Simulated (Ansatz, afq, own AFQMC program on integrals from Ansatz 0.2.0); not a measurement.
Two steps: Ansatz 0.2.0 writes the Fock matrix and Cholesky factors of the valence space, and afq projects on them the lowest state that overlaps trial and start.

```yaml
crystal:
  periodic: [false, false, false]
  atoms:
    - {symbol: Ge, position_ang: [0.000000, -0.028518, 0.001767]}
    - {symbol: H, position_ang: [0.000000, 1.092332, -1.131721]}
    - {symbol: H, position_ang: [0.000000, 0.962892, 1.004367]}
basis:
  gaussian: {orbitals: cc-pVDZ}
magnetization: {spin_polarized: true, initial_magnetization: 0}
correlation: {method: ccsd_t, electrons: outside_noble_gas, hamiltonian_folder: ham}
```

```sh
$ ansatz run in.yaml --threads 1 --pin off --events-out ev --progress --plain --max-ram 24576MiB --backend cuda --devices 0, --max-vram 18GiB
```

afq runs on the folder ham with

```
--method phaseless --trial cisd --walkers 4000 --populations 20 --least-time 60 --time-step 0.005 --steps-per-block 50 --equilibration-blocks 28 --max-blocks 4000 --target-error 0.00015 --factor-cut 1e-05 --start spin_pure --seed 464 --release-times 0.24,0.51,0.99,1.62,2.4 --release-step 0.03 --release-every 3 --taylor-order 6
```

Times are imaginary, in 1/Eh. The walk had a cap of 122 s. With eight or more populations the least sampling time is a fifth of least-time, and the error comes from their spread. Filled inner d shells are frozen with the cores.

Log:

```
orbitals 23  electrons 3 3  factors 175 of 414
reference energy -2076.43260738 Eh
CCSD correlation -0.10902016 Eh in 10 cycles, weight of the determinant in the CISD state 0.9194
energy of the start -2076.541630 Eh
 block  time / (1/Eh)  mean weight  energy / Eh
     1     0.250  0.9999  -2076.540967
     2     0.500  0.9999  -2076.541197
     3     0.750  0.9999  -2076.541633
     4     1.000  0.9999  -2076.542095
     5     1.250  1.0000  -2076.542453
    10     2.500  0.9999  -2076.543408
    15     3.750  1.0001  -2076.543442
    20     5.000  0.9998  -2076.543914
    23     5.750  0.9999  -2076.543644
    25     6.250  1.0000  -2076.543729
    30     7.500  1.0000  -2076.544079
    35     8.750  1.0001  -2076.543908
    40    10.000  1.0000  -2076.544172
    43    10.750  0.9999  -2076.544241
    45    11.250  0.9999  -2076.544031
    50    12.500  0.9999  -2076.543786
    55    13.750  1.0001  -2076.543912
    60    15.000  1.0000  -2076.543959
    65    16.250  0.9999  -2076.543978
    70    17.500  1.0001  -2076.544199
    75    18.750  1.0001  -2076.543931
    78    19.500  1.0000  -2076.543855
error from the spread of 20 populations
released: time / (1/Eh)  energy / Eh  error  mean overlap
  0.24  -2076.543990  0.000059  1.0003
  0.51  -2076.544063  0.000051  0.9988
  0.99  -2076.544062  0.000028  0.9978
  1.62  -2076.544048  0.000033  1.0016
  2.40  -2076.544127  0.000037  1.0000
energy -2076.544025 +/- 0.000076 Eh
(rows thinned)
```

The run passed its tests (sampling time, drift between the halves within three errors, error under three times the target), which doesn't prove that it has relaxed.

Against this walk (error 2.1 meV) on the same determinant: CCSD(T) 14.1 meV higher, CCSDT(Q) 1.0 meV lower (within the noise), CCSDTQ 1.5 meV lower (within the noise), full CI 1.5 meV lower (within the noise). The error is statistical and leaves out the bias of the constraint. Released to 2.40 1/Eh the energy moves by -2.8 ± 2.3 meV (both errors), within twice the noise.

Cautions: constraint bias not in the error; no relativity below Rb; no spin-orbit coupling; inner d shell frozen; an unrestricted solution with more broken spin lies lower (43 meV, ⟨S²⟩ 0.28), while this determinant keeps restricted orbitals.

The walk took 20 s on 1 × NVIDIA H100 80GB HBM3 with 2 threads of AMD EPYC 7R13 Processor (Zen 3), on a shared host (the card was shared). The log's last line is the phaseless energy.

CCSDT and higher add their correlation energy to the determinant of the CCSD(T) run, since their own runs factorise the integrals more tightly (a shift of under 2 meV). A walk keeps the symmetry of its determinant, which the program's search chose and which needn't be the lowest solution, so a lower state of the same spin and another symmetry isn't excluded.
